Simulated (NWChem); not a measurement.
Extrapolating the UMP2 correlation energy of CH2 (+1)

```xyz
3

C      0.0000     0.0000     0.0924
H      1.0572     0.0000    -0.2771
H     -1.0572     0.0000    -0.2771
```
Charge +1, spin multiplicity 2.

Program: NWChem. All single points use one geometry, from UPBE/def2-SVP, a minimum by its harmonic frequencies.

The correlated methods keep 1 core orbital frozen. This spin state was chosen for the runs; another may lie lower. The structure started from a generated list of species. The unpaired electrons of the parent sit in orbitals of symmetry a1 (C2v labels of the run); other states weren't searched. No SCF solution was tested for a lower state. Open-shell Hartree-Fock references start from PBE0 orbitals.

Worked example. The UMP2 correlation energy is -95.80 mHa in cc-pVTZ and -102.65 mHa in cc-pVQZ. The form E(X) = E∞ + A/X³ turns the pair into an estimate of the basis-set limit.

E∞ = (4³·(-102.65) − 3³·(-95.80))/(4³ − 3³) = -107.6 mHa. The larger basis holds 95 % of that. This is a two-point estimate.
